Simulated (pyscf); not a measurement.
Single points on ωB97X-D3(BJ)/def2-SVP structures (PySCF, gas phase). MP2 and CC: frozen core, UHF for open shells. ΔMP2 is the change of the MP2 total energy from the triple- to the quadruple-zeta basis.

**Question.** What is the homolytic dissociation enthalpy (298 K, CCSD(T)/def2-TZVPP + ΔMP2(QZVPP)) of the Ga–N bond of `[NH2][Ga]([F])[F]`, to NH₂• + [F–Ga–F]•?

**Answer.** Ga–N to NH₂• + [F–Ga–F]•: 383.9 kJ/mol. The radicals are drawn with the spin at the cut bond; how far it spreads was not checked. The CCSD(T) − MP2 part came from Ansatz, without density fitting, on the same reference. The frozen core leaves the outer d or s,p core shells of the metals and heavy elements correlated in the MP2 and CC values, and def2-TZVPP describes them poorly, which can shift differences by a few kcal/mol. Elements up to Kr have no core potential and no relativistic terms here.
